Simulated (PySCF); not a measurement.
# Which proton of methanesulfonic acid is most acidic?

System: methanesulfonic acid, `CS(=O)(=O)O` (CH4O3S). Coordinates in Å; atoms count from 1 in this order:
```
C    -1.0927   -0.3033    0.0227
S     0.4502    0.5631   -0.0404
O     0.8570    0.9599    1.3008
O     0.4062    1.5266   -1.1200
O     1.4377   -0.6561   -0.4890
H    -1.0289   -1.0874    0.7862
H    -1.8546    0.4411    0.2886
H    -1.2946   -0.7230   -0.9704
H     2.1471   -0.7085    0.1706
```

Level of theory: ωB97X-D3(BJ)/ma-def2-TZVP single points in PySCF, grid level 2; every species was optimised with PBE0-D3(BJ)/ma-def2-SVP. The prefix ma- adds one diffuse s and one diffuse p function on all atoms but H. ωB97X-D3(BJ) is ωB97X-V with D3(BJ) in place of VV10. Zero-point and thermal terms (298.15 K, 1 bar) come from unscaled PBE0-D3(BJ)/ma-def2-SVP harmonic frequencies, with soft modes damped to free rotors in the entropy.

```tsv
site	product	ΔH(acid) / kJ/mol	ΔG(acid) / kJ/mol	gas share	above best in diethyl ether / kJ/mol	above best in toluene / kJ/mol
O5 (hydroxyl oxygen)	CS(=O)(=O)[O-]	1340	1315	> 99.9 %	0.0	0.0
C1 (methyl carbon)	[CH2-]S(=O)(=O)O	1530	1499	< 0.1 %	199.4	194.9
```

ΔH and ΔG refer to AH → A⁻ + H⁺ in the gas phase. Shares are Boltzmann weights among the listed products; an error of 10 kJ/mol changes a ratio about 56-fold. Sites whose products fell apart, merged with another or lost in a GFN2-xTB screen aren't listed. Values in solvent are IEF-PCM free energies relative to the most favourable product.

Of the listed sites O5 (hydroxyl oxygen) is favoured in the gas phase, 184 kJ/mol ahead of C1 in free energy.

In diethyl ether the product from O5 is solvated 172 kJ/mol more strongly than the parent (electrostatics only).

In toluene the product from O5 is solvated 130 kJ/mol more strongly than the parent (electrostatics only).

Measured values (NIST Chemistry WebBook, evaluated or the median of agreeing entries): deprotonation enthalpy (ΔH) 1343 kJ/mol (computed 1340, difference -3); gas-phase acidity (ΔG) 1320 kJ/mol (computed 1315, difference -5). These are compared with the most favourable site that keeps the skeleton.
